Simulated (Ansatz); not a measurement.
A made-up structure of CH$_{7}$Si$_{2}$ (charge -1), singlet:

```
10
angstrom
Si -1.1118 0.8443 -0.7252
C 0.0145 -0.5182 -0.5406
Si 1.1019 -0.7349 0.8486
H -0.3989 -0.6220 0.4299
H -0.8202 1.9216 -1.7646
H -1.2562 1.6379 0.5450
H 0.1179 -1.2087 -1.3788
H 1.1251 -2.1153 1.4843
H 0.7664 0.1948 1.9832
H 2.6008 -0.5196 0.6673
```

It is relaxed with PBE-D4/def2-SVPD and then PBE0-D4/def2-TZVPD (Ansatz 0.2.0). Atoms count as bonded within 1.22 times the sum of their covalent radii (H–H: 0.88 Å). The end point is not checked to be a true minimum.

Problem. Does its bonding change? (A judgement: the text doesn't fix the answer.)

Solution. Computed: Yes. Formed: none; broken: Si3–H4.

Where it ends: The first stage lowers the energy by 3.22 eV in 13 steps. It ends as CH₇Si₂ ([SiH2][CH2][SiH3]), total charge -1:
```json
{"atom": "Si1", "x (Å)": "-1.0759", "y (Å)": "1.0106", "z (Å)": "-0.9037"}
{"atom": "C2", "x (Å)": "-0.3615", "y (Å)": "-0.7365", "z (Å)": "-0.3031"}
{"atom": "Si3", "x (Å)": "1.0727", "y (Å)": "-0.5615", "z (Å)": "0.8411"}
{"atom": "H4", "x (Å)": "-1.1712", "y (Å)": "-1.2918", "z (Å)": "0.1840"}
{"atom": "H5", "x (Å)": "0.2870", "y (Å)": "1.6611", "z (Å)": "-1.2189"}
{"atom": "H6", "x (Å)": "-1.1649", "y (Å)": "1.6523", "z (Å)": "0.4959"}
{"atom": "H7", "x (Å)": "-0.0709", "y (Å)": "-1.3163", "z (Å)": "-1.1867"}
{"atom": "H8", "x (Å)": "1.6689", "y (Å)": "-1.8621", "z (Å)": "1.3558"}
{"atom": "H9", "x (Å)": "0.7252", "y (Å)": "0.1908", "z (Å)": "2.0837"}
{"atom": "H10", "x (Å)": "2.2299", "y (Å)": "0.1334", "z (Å)": "0.2011"}
```

Labels in which every atom is bracketed show which atoms are joined, not bond orders.

For scale, one of the runs: PBE0-D4/def2-TZVPD relaxation, 186 basis functions, launched by `ansatz run in.yaml --threads 2 --pin off --events-out ev --progress --plain --max-ram 4352MiB`. The run took about 27 s on 2 CPU threads of an Arm Neoverse V2 (shared host).
